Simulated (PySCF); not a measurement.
Stationary points of Mg₂H₄

Computed with PySCF, PBE0, basis Mg def2-TZVP, H def2-TZVP (no relativity, density fitting).

Relaxations began from a few typed shapes. The search is not exhaustive: other isomers or separated fragments can lie lower, and high-lying points may rest on an excited occupation.

Task: Order these stationary points by electronic energy, lowest first, in kJ/mol from the lowest minimum.
A. singlet D2h: Mg–H 1.700 Å (×2), Mg–H 1.880 Å (×4); H–Mg–H 84.6° (×2), H–Mg–H 137.7° (×4), Mg–H–Mg 95.4° (×2)
B. singlet D2h: Mg–H 1.706 Å (×4); H–Mg–H 179.0° (×2)

Result: A (0.0), B (136.4).

Task: Which of them are minima?

Result: By energy in kJ/mol, 0.0: minimum; 136.4: not settled, its softest mode being under 30 cm⁻¹.
